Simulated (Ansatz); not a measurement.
Species, as SMILES: OO (H2O2).
Geometry (B3LYP-D3(BJ)/def2-TZVP, fixed):
```
O
H 1 0.9680
O 1 1.4504 2 100.54
H 3 0.9680 1 100.54 2 115.91
```
Charge 0, spin multiplicity 1.

How fast the dipole moment converges with the basis for several methods (Ansatz, a program for electronic structure): deviation from each method's own reference, in D. References: HF 1.794 D, the value in aug-cc-pVQZ; MP2 1.686 D, the value in aug-cc-pVQZ; PBE 1.620 D, the value in aug-cc-pVQZ; PBE0 1.678 D, the value in aug-cc-pVQZ. All functions are spherical. In correlated methods cores are frozen. No added dispersion term, no relativity. The reference of a correlated method is not its basis-set limit, which lies further on.

```json
[
 {"basis": "3-21G", "functions": "22", "HF": "0.416", "MP2": "___", "PBE": "0.367", "PBE0": "0.398"},
 {"basis": "pcseg-1", "functions": "38", "HF": "0.170", "MP2": "___", "PBE": "0.179", "PBE0": "0.182"},
 {"basis": "def2-SVPD", "functions": "62", "HF": "0.048", "MP2": "___", "PBE": "0.040", "PBE0": "0.042"},
 {"basis": "aug-pcseg-1", "functions": "64", "HF": "-0.011", "MP2": "___", "PBE": "-0.013", "PBE0": "-0.013"},
 {"basis": "aug-cc-pVDZ", "functions": "64", "HF": "0.021", "MP2": "___", "PBE": "0.009", "PBE0": "0.012"},
 {"basis": "def2-TZVP", "functions": "74", "HF": "0.104", "MP2": "___", "PBE": "0.142", "PBE0": "0.131"},
 {"basis": "def2-TZVPP", "functions": "90", "HF": "0.052", "MP2": "___", "PBE": "0.078", "PBE0": "0.069"},
 {"basis": "d-aug-cc-pVTZ", "functions": "188", "HF": "0.001", "MP2": "___", "PBE": "0.000", "PBE0": "0.000"}
]
```

Problem. Fill in the missing entries.

Solution. 
- 3-21G, MP2: 0.400
- pcseg-1, MP2: 0.205
- def2-SVPD, MP2: 0.038
- aug-pcseg-1, MP2: -0.019
- aug-cc-pVDZ, MP2: 0.010
- def2-TZVP, MP2: 0.151
- def2-TZVPP, MP2: 0.066
- d-aug-cc-pVTZ, MP2: -0.005

Mean absolute deviation over def2-TZVP, def2-TZVPP, d-aug-cc-pVTZ: HF 0.052, PBE0 0.067, PBE 0.073, MP2 0.074 D.
